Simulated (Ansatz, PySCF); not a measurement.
The pair A = NH3 (SMILES N) (first 4 atoms), B = NH3 (SMILES N); geometry from NCB31 set.
(charge 0, multiplicity 1):
| atom | x (Å) | y (Å) | z (Å) |
|---|---|---|---|
| N | 1.5752 | 0.0001 | -0.0426 |
| H | 2.1311 | 0.8139 | -0.2866 |
| H | 1.4965 | -0.0029 | 0.9703 |
| H | 2.1317 | -0.8119 | -0.2915 |
| N | -1.6882 | 0.0001 | 0.1048 |
| H | -2.1264 | -0.8127 | -0.3173 |
| H | -2.1274 | 0.8118 | -0.3182 |
| H | -0.7143 | 0.0005 | -0.1924 |

Frozen-core correlation. Rows in 6-31G* carry no dispersion term and start afresh at each structure (6-31G* with six Cartesian d functions). MP2/6-31G* freezes PySCF's default core.

Run with Ansatz (Gaussian orbitals); PySCF for 6-31G* rows. Values without a source in brackets are computed.

Total energies (hartree), monomers frozen at their geometry in the pair:

```tsv
structure	MP2/6-31G*	MP2/aug-cc-pVTZ	CCSD(T)/aug-cc-pVDZ
AB	-112.7154162	-112.9262672	-112.8564527
A in the pair's basis	-56.3558707	-56.4607622	-56.4264021
B in the pair's basis	-56.3546197	-56.4606949	-56.4257782
A	-56.3542053	-56.4605131	-56.4253723
B	-56.3541868	-56.4604858	-56.4253772
```

Question: Work out the interaction energy without and with the counterpoise correction, and the superposition error, for each level.

Answer: 
E(AB) − E(A) − E(B), times 627.509 kcal/mol, with the monomers in their own basis and then in the pair's basis:
- MP2/6-31G*: -4.41 uncorrected, -3.09 corrected; the monomers gain 1.32 kcal/mol from borrowed functions
- MP2/aug-cc-pVTZ: -3.31 uncorrected, -3.02 corrected; the monomers gain 0.29 kcal/mol from borrowed functions
- CCSD(T)/aug-cc-pVDZ: -3.58 uncorrected, -2.68 corrected; the monomers gain 0.90 kcal/mol from borrowed functions

Ansatz is an electronic-structure program.
